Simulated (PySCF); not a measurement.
Stepwise substitution at one centre (Si Cl-C2H5). Isolated molecules, 0 K electronic values unless said otherwise. One relaxed conformer stands for each flexible species; it need not be the lowest. Strings in code marks are SMILES.

The HOMO from two functionals at the same geometries (B3LYP-D3(BJ)/def2-SVP), both in PySCF: PBE-D3(BJ)/def2-TZVP and B3LYP-D3(BJ)/def2-TZVP. B3LYP has the VWN-RPA correlation part, as in Gaussian. 

```csv
species,PBE-D3(BJ)/def2-TZVP (eV),B3LYP-D3(BJ)/def2-TZVP (eV)
0 of 4 Cl replaced by C2H5 (`Cl[Si](Cl)(Cl)Cl`),-8.12,-9.26
1 of 4 Cl replaced by C2H5 (`CC[Si](Cl)(Cl)Cl`),-7.66,-8.76
"2 of 4 Cl replaced by C2H5 (`Cl[Si](CC)(Cl)CC` (C–C–Si–Cl torsion -179°, Cl–Si–C–C torsion 63°))",-6.90,-7.99
4 of 4 Cl replaced by C2H5 (`C([Si](CC)(CC)CC)C`),-6.39,-7.47
```

Over these rows, drawn at random from the members with no instability flagged (it was tested for open shells, ions and some series alone), PBE minus B3LYP-D3(BJ): mean +1.10 eV, from +1.08 eV to +1.14 eV.
